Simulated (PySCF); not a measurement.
These are PBE-D3(BJ)/def2-TZVP // PBE-D3(BJ)/def2-SVP run with PySCF values and carry that method's errors. Gas-phase values, no solvent. One relaxed conformer stands for a flexible species; it need not be the lowest. Excitations are Tamm–Dancoff values on a coarser integration grid. The basis has no diffuse functions, so Rydberg states are missing or too high.

Reference species (SMILES): `F[Si](F)(F)F` (neutral, multiplicity 1).

| Quantity | Result |
|---|---|
| HOMO–LUMO gap | 9.46 eV |
| S1 excitation (TDA) | 9.59 eV |
| S1 oscillator strength | 0.000 |
| HOMO | -10.57 eV |

Changed species: `F[Si](CC)(F)CC` (C–C–Si–F torsion 65°, F–Si–C–C torsion -180°) (2 of 4 F replaced by C2H5; the reference has 0 of 4 F replaced by C2H5).

Question: What does the change do to the HOMO–LUMO gap, S1 excitation (TDA), S1 oscillator strength and HOMO?

Answer: the HOMO–LUMO gap falls by 2.61 eV, to 6.85 eV; the S1 excitation (TDA) decreases by 2.66 eV, to 6.93 eV; the S1 oscillator strength rises by 0.015, to 0.015; the HOMO rises by 3.61 eV, to -6.96 eV.
